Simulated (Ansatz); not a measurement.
The input, for Ansatz 0.2.0:

```yaml
crystal:
  periodic: [false, false, false]
  atoms:
    - {symbol: B, position_ang: [0.084376, 0.005225, -1.577002]}
    - {symbol: B, position_ang: [-0.080498, 0.013599, -0.049009]}
    - {symbol: Cl, position_ang: [-0.003878, -0.018825, 1.626011]}
basis:
  gaussian: {orbitals: 6-31G}
magnetization: {spin_polarized: false, initial_magnetization: 3}
correlation: {active_space: {window: {electrons: 3, orbitals: 7}, fixed_orbitals: true}}
scf: {lower_state_search: off}
output: {forces: true}
```

```sh
$ ansatz run in.yaml --threads 1 --pin off --events-out ev --progress --plain --max-ram 2393MiB
```

Log:

```
these checks for a lower state are left out or cut short: starts, cluster_reference, orbital_swaps, neighbouring_geometries, increment
392 factors; integrals over basis functions are off by at most 1.4e-4 eV
mean field evaluation 1: about -13840.6688 eV, gradient 1.2e1 eV
mean field evaluation 2: about -13840.8201 eV, gradient 1.2e1 eV
mean field evaluation 4: about -13842.3558 eV, gradient 2.2e0 eV
mean field evaluation 8: about -13842.4129 eV, gradient 3.5e-1 eV
mean field evaluation 16: about -13842.4143 eV, gradient 2.3e-6 eV
mean field -13842.41425799 eV, -508.6993412559 hartree, gradient 2.3e-6 eV, S^2 3.750000; 0 other end points of the search recorded, 0 dependent functions left out
reference -13842.41425799 eV, -508.6993412559 hartree; 15, 12 occupied and 16, 19 virtual orbitals, 392 factors
state -13842.62471390 eV, -508.7070753678 hartree
the calculation of the forces begins
Total energy: -13842.62471390 eV, -508.7070753678 hartree
Atom 0 at     0.084376     0.005225    -1.577002 Å, force    -0.250221     0.033951     0.543229 eV/Å
Atom 1 at    -0.080498     0.013599    -0.049009 Å, force     0.326262    -0.020420    -2.701938 eV/Å
Atom 2 at    -0.003878    -0.018825     1.626011 Å, force    -0.076041    -0.013531     2.158709 eV/Å
Dipole moment:    -0.024070     0.004445    -0.046310 e Å
Checks for a lower state left out: starts, cluster_reference, orbital_swaps, neighbouring_geometries, increment
```

Forces (eV/Å):
```
B   -0.250  0.034  0.543
B    0.326 -0.020 -2.702
Cl  -0.076 -0.014  2.159
```

Ran on 1 thread of AMD EPYC, shared host: 1.2 s wall, 0.09 GiB peak host memory.
